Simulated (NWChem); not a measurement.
# HNO3 (SMILES O=NOO): CAM-B3LYP/cc-pVDZ

Aim: the vertical ionisation energy of HNO3 at CAM-B3LYP/cc-pVDZ, from 2 runs. 

The calculation is run with NWChem 7.3.0.

## (1) Starting point

The species is HNO3 (5 atoms), meant as a singlet with charge 0. As SMILES, `O=NOO`. The coordinates come from a PBE0-D4/def2-TZVP relaxation. This is one conformer, not always the lowest.

Bond lengths: O1–N2 1.180 Å, N2–O3 1.353 Å, O3–O4 1.401 Å, O4–H5 0.984 Å. Angles: O1–N2–O3 114.6°, N2–O3–O4 114.1°, O3–O4–H5 101.0°.

## (2) A single-point energy at CAM-B3LYP/cc-pVDZ

File mymol.nw:

```
START mymol
TITLE "peroxynitrous acid"
memory total 2200 mb

GEOMETRY noautosym nocenter noautoz
   O     0.136350   -0.835310    0.979060
   N    -0.871770   -0.628300    0.400790
   O    -0.775090    0.288530   -0.589000
   O     0.508600    0.826880   -0.747550
   H     1.001920    0.348200   -0.043280
END

BASIS "ao basis" spherical bse
   * library cc-pVDZ
END

DFT
   xc xcamb88 1.00 lyp 0.81 vwn_5 0.19 hfexch 1.00
   cam 0.33 cam_alpha 0.19 cam_beta 0.46
   grid lebedev 50 8
   convergence energy 1e-08
   direct
   maxiter 100
   mulliken
   noprint "final vectors analysis"
END

TASK dft energy
```

The run is started by

```
nwchem mymol.nw > mymol.out
```

Standard output, shortened:

```text
[...]
          Wavefunction type:  closed shell.
          No. of atoms     :     5
          No. of electrons :    32
[...]
          Charge           :     0
          Spin multiplicity:     1
[...]
          AO basis - number of functions:    61
[...]
              XC Information
              --------------
                     Hartree-Fock (Exact) Exchange  1.000
                   CAM-Becke88 Exchange Functional  1.000
                      VWN V Correlation Functional  0.190 local
              Lee-Yang-Parr Correlation Functional  0.810
[...]
 d= 0,ls=0.0,diis     1   -280.6305370318 -4.05D+02  1.97D-02  1.41D+00     1.5
[...]
 d= 0,ls=0.0,diis    12   -280.7650893489 -1.52D-09  3.70D-07  6.22D-10    11.0
         Total DFT energy =     -280.765089348915
      One electron energy =     -631.379436099191
           Coulomb energy =      258.922921000908
    Exchange-Corr. energy =      -32.813789627171
 Nuclear repulsion energy =      124.505215376539
[...]
      Total Density - Mulliken Population Analysis
     ---------------------------------------------
    Atom       Charge   Shell Charges
 -----------   ------   -------------------------------------------------------
    1 O    8     8.19   2.01  0.87  0.94  2.81  1.54  0.03
    2 N    7     6.81   2.01  0.88  0.81  2.17  0.83  0.12
    3 O    8     8.06   2.01  0.89  0.94  2.74  1.44  0.03
    4 O    8     8.12   2.01  0.87  0.89  2.77  1.55  0.02
    5 H    1     0.82   0.65  0.09  0.08
[...]
```

Run time: 12 s. Hardware: 1 thread of Intel Xeon 6975P-C (Granite Rapids), shared host; peak memory 0.1 GiB.

## (3) The doublet cation, same level

File calc.nw:

```
start calc
memory total 2200 mb
charge 1

geometry units angstrom noautosym nocenter noautoz
O      0.136350    -0.835310     0.979060
N     -0.871770    -0.628300     0.400790
O     -0.775090     0.288530    -0.589000
O      0.508600     0.826880    -0.747550
H      1.001920     0.348200    -0.043280
end

basis spherical bse
* library cc-pVDZ
end

dft
xc xcamb88 1.00 lyp 0.81 vwn_5 0.19 hfexch 1.00
cam 0.33 cam_alpha 0.19 cam_beta 0.46
mult 2
grid lebedev 50 8
convergence energy 1e-08
direct
iterations 100
mulliken
print low
end

task dft
```

The run is started by

```
nwchem calc.nw > calc.out
```

Standard output, shortened:

```text
[...]
 d= 0,ls=0.0,diis     1   -280.1298164228 -4.05D+02  1.64D-02  4.78D-01     1.1
[...]
 d= 0,ls=0.5,diis    27   -280.3327757053 -8.20D-09  7.06D-07  3.66D-09    25.0
[...]
         Total DFT energy =     -280.332775710887
      One electron energy =     -620.512483666409
           Coulomb energy =      248.026669705641
    Exchange-Corr. energy =      -32.352177126658
 Nuclear repulsion energy =      124.505215376539
[...]
      Total Density - Mulliken Population Analysis
     ---------------------------------------------
    Atom       Charge   Shell Charges
 -----------   ------   -------------------------------------------------------
    1 O    8     8.00   2.01  0.89  0.95  2.75  1.36  0.03
    2 N    7     6.66   2.01  0.91  0.79  2.14  0.70  0.11
    3 O    8     7.86   2.01  0.93  0.94  2.67  1.27  0.03
    4 O    8     7.74   2.01  0.93  0.88  2.67  1.24  0.02
    5 H    1     0.74   0.62  0.04  0.08
[...]
      <S2> =      0.7599 (Exact =     0.7500)
[...]
```

It took 27 s on 1 thread of Intel Xeon 6975P-C (Granite Rapids), shared host; peak memory 0.1 GiB.

## (4) Outcome

At CAM-B3LYP/cc-pVDZ:

| quantity | value |
| --- | --- |
| singlet HNO3: total energy | -280.76509 Eh |
| singlet HNO3: dipole moment | 0.92 D |
| doublet cation: total energy | -280.33278 Eh |
| doublet cation: ⟨S²⟩ | 0.760 |
| vertical ionisation energy (to the doublet cation) | 11.764 eV |

**Reading.** Removing an electron at fixed nuclei costs 11.76 eV (271 kcal/mol). Mulliken charges (singlet HNO3) run from -0.19 on O1 to +0.19 on N2.
